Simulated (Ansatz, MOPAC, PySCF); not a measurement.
Molecule: disodium, Na2 (charge 0, singlet). SMILES: [Na][Na]
Geometry: optimised at B3LYP-D3(BJ)/def2-TZVP (Ansatz, a quantum-chemistry and plane-wave program).

Unscaled harmonic wavenumbers (cm⁻¹) in rising order, each level at the stationary point that it reaches from this structure (no distance between atoms moves by over 0.3 Å); the order of modes can differ between levels, and a negative number is imaginary. B3LYP-D3(BJ)/def2-TZVP (PySCF, at the structure above): 159.

PM6 (MOPAC): 42. Zero-point energy 0.1 against 0.2 kcal/mol.

HF/3-21G (Ansatz): 155. Zero-point energy 0.2 against 0.2 kcal/mol.

HF/6-31G* (Ansatz): 157. Zero-point energy 0.2 against 0.2 kcal/mol.
